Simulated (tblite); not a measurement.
Species: 2-methyl-3-buten-2-ol, C5H10O.
Z-matrix (Å and degrees, GFN2-xTB geometry), rows numbered from 1:
```
C 
C   1  1.3191
C   2  1.5119  1  125.01
C   3  1.5324  2  109.07  1   110.90
C   3  1.5375  2  108.95  1  -128.59
O   3  1.4157  2  112.22  1    -6.50
H   1  1.0764  2  121.92  3  -179.51
H   1  1.0778  2  121.67  3    -0.59
H   2  1.0812  1  120.84  3   179.35
H   4  1.0867  3  109.45  2   179.84
H   4  1.0861  3  110.60  2    59.14
H   4  1.0866  3  109.30  2   -61.33
H   5  1.0865  3  110.62  2   -60.70
H   5  1.0876  3  109.66  2   179.15
H   5  1.0896  3  110.24  2    59.50
H   6  0.9634  3  108.35  2   -60.67
```

Calculated harmonic vibrations of the isolated species, GFN2-xTB (tblite), most abundant isotopes, no scaling. Errors from tens to a few hundred cm⁻¹ against measured bands are possible. One conformer, not necessarily the lowest.

Harmonic wavenumbers (cm⁻¹): 72.2, 171.6, 216.9, 263.6, 285.8, 314.1, 339.3, 405.7, 416.7, 555.9, 666.4, 765.4, 897.0, 920.4, 947.9, 975.2, 1000.8, 1018.6, 1029.5, 1101.5, 1183.3, 1234.7, 1281.7, 1307.2, 1388.2, 1403.8, 1408.1, 1470.9, 1486.1, 1491.5, 1498.7, 1712.6, 3013.9, 3037.5, 3042.9, 3045.4, 3047.8, 3051.8, 3066.3, 3101.2, 3126.5, 3547.0.

A = 4674, B = 2774, C = 2751 MHz; mass 86.073 u (most abundant isotopes); point group C1, symmetry number 1.

Zero-point energy?

½Σν̃ = 30156 cm⁻¹ = 360.74 kJ/mol.

Entropy at 400 K, 1 bar (ideal gas, RRHO, classical rotation)?

Translation 170.53, rotation 114.97, vibration 108.52: S = 394.0 J/(mol K).

And Cp and H(400 K) − H(0)?

Cp = 160.30 J/(mol K), of which vibrations give 127.04 (their classical limit is 42 R = 349.2); H(400 K) − H(0) = 37.80 kJ/mol without the zero-point energy, 24.50 from vibrations.

What must be added to the electronic energy to get the Gibbs energy at 400 K and 1 bar?

ZPE + [H(400 K) − H(0)] − T·S = 360.74 + 37.80 − 157.61 = 240.93 kJ/mol.

How do the functions run with temperature in this model?

| T (K) | S (J/(mol K)) | Cp (J/(mol K)) | H − H(0) (kJ/mol) | G − H(0) (kJ/mol) | ln q(vib) |
| --- | --- | --- | --- | --- | --- |
| 50 | 220.5 | 41.8 | 1.81 | -9.21 | 0.14 |
| 100 | 254.8 | 60.4 | 4.34 | -21.14 | 0.63 |
| 298.15 | 351.9 | 127.5 | 23.12 | -81.80 | 3.83 |
| 373.15 | 383.2 | 151.9 | 33.61 | -109.37 | 5.19 |
| 500 | 432.9 | 188.8 | 55.29 | -161.17 | 7.54 |
| 750 | 520.3 | 241.8 | 109.58 | -280.61 | 12.15 |
| 1000 | 595.0 | 277.7 | 174.79 | -420.25 | 16.54 |

q(vib) and H(0) count from the zero-point level.

Hindered rotation and anharmonicity are outside this model. Other conformers, if any are populated, would add a mixing term that is left out. The structure is chiral; the term R ln 2 for an equal mix with its mirror image is left out.
